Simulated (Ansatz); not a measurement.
**Active spaces for C3H5N, singlet**

Program: Ansatz, Gaussian basis, development build; CASPT2, NEVPT3, NEVPT4(SD) by development code. Basis aug-cc-pVDZ, nonrelativistic, 4 orbitals frozen in the corrections. State-specific CASSCF; RHF is the lowest restricted (open-shell) Hartree–Fock solution met. Letters tell apart solutions met in one space. Solutions may break the symmetry of the shape. Lower solutions, or ones in other orbitals, may exist. On stretched bonds single-reference methods can fail or change state.

Geometry:

```xyz
9

C     0.0000   -0.0730   -1.7285
N     0.0000    0.4839   -0.5719
C     0.0000   -0.3793    0.5400
C     0.0000    0.1208    1.7809
H     0.0000    0.5559   -2.6157
H     0.0000   -1.1598   -1.8820
H     0.0000   -1.4593    0.3596
H     0.0000    1.1931    1.9384
H     0.0000   -0.5283    2.6484
```

CASSCF less RHF, in eV, and natural occupations:

| CAS | CASSCF | occupations |
| --- | --- | --- |
| (4,4) a | -1.702 | 1.98, 1.93, 0.07, 0.02 |
| (4,4) b | -1.615 | 1.93, 1.89, 0.11, 0.07 |

(1) What totals less RHF do the corrections give on each solution?

(2) In CAS(4,4), is the solution lowest in CASSCF also lowest after SC-NEVPT2?

(3) How do single-reference totals in the same basis and frozen core stand against SC-NEVPT2 in CAS(4,4) a?

(4) Roughly how much CPU time does a whole run from the default start take (median of such runs, summed over threads; nearly all runs on one pinned thread of a shared server, mostly Xeon at 2.3 to 2.6 GHz, by a development driver)?

## Answers

(1) 

```tsv
CAS	SC-NEVPT2	FIC-NEVPT2	NEVPT3	NEVPT4(SD)	CASPT2 (IPEA 0)
(4,4) a	-15.530	-15.581	-16.783	-17.330	-15.878
(4,4) b	-15.977	-15.992	-16.896	-17.395	-15.999
```

(2) No: (4,4) b is lowest after SC-NEVPT2, 0.45 eV under (4,4) a, which leads in CASSCF.

(3) CCSD(T) -2.103 eV. Coupled cluster stands on the determinant that it favours, which can lie over the RHF solution above, and is in doubt where the occupations are far from 0, 1 and 2.

(4) CAS(4,4) a: about 25 s. Other jobs ran beside these, and the count of passes differs.
